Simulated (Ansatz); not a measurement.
**Predicting a hybrid from its neighbours: C3H5Cl (2-chloropropene)**

The species is C3H5Cl (9 atoms), meant as a singlet with charge 0. As SMILES, `C=C(C)Cl`. The coordinates come from a PBE0-D4/def2-TZVP relaxation.

The HOMO–LUMO gap y, in eV, basis def2-SVP; a is the functional's share of exact exchange. Programs: Ansatz 0.2.0.

```
functional  program     a  y (eV)
       PBE   Ansatz     0    5.23
    revPBE   Ansatz     0    5.26
     B3LYP   Ansatz   0.2       ?
   r2SCAN0   Ansatz  0.25    7.72
      PBE0   Ansatz  0.25    7.45
     BHLYP   Ansatz   0.5    9.65
```

Question: Fit y = c + s·a to the known rows and predict B3LYP.

Answer: 
1. Means of the 5 rows: a = 0.2000, y = 7.062.
2. Σ(Δa)² = 0.175, Σ(Δa·Δy) = 1.5555, so the slope is 1.5555/0.175 = 8.8886.
3. Intercept: 7.062 − (8.8886) × 0.2000 = 5.284. The largest residual of the fit is 0.21.
4. B3LYP: 5.284 + (8.8886) × 0.2 = 7.06 eV.

The run gave 6.99 eV, so the prediction is off by +0.07 eV, within the largest residual. Exact exchange lowers occupied levels and raises empty ones. The rows mix families of semi-local functionals, which the line can't see.
